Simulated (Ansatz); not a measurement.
Reaction (isomerisation): `FCC#CCF` → `C=C/C(F)=C\F`

Gas-phase electronic energies from Ansatz, PBE0-D4/def2-TZVP geometries. CBS: MP2 limit from def2 TZ/QZ plus the TZ coupled-cluster correction, frozen cores. DFT in def2-TZVPP. One conformer a species, not always the lowest.

```tsv
level	ΔE (eV)
r2SCAN-D4	-0.87
LC-ωPBE	-0.68
HF/def2-QZVPP	-0.59
CCSD/CBS(def2)	-0.66
```

Problem. What does CCSD(T)/CBS give? (Best estimate.)

Solution. The calculation gave: -0.70 eV. The listed levels differ from it by -0.17, 0.02, 0.11, 0.04 eV.

Largest T1 diagnostic among the species: 0.012.

From PBE to PBE0 (25 % exact exchange), in def2-TZVPP and without D4, ΔE moves by +0.04 eV. At CCSD(T), def2-SVP lies −0.13 eV from the extrapolated value and def2-TZVPP −0.00 eV. The D4 term adds −0.05 eV with B3LYP and −0.02 eV with PBE0; it sums over pairs of atoms, weighted by their polarisabilities, and B3LYP, whose exchange is more repulsive, gets the larger term.

B3LYP here is the variant with VWN-RPA as its local correlation; programs differ in this.
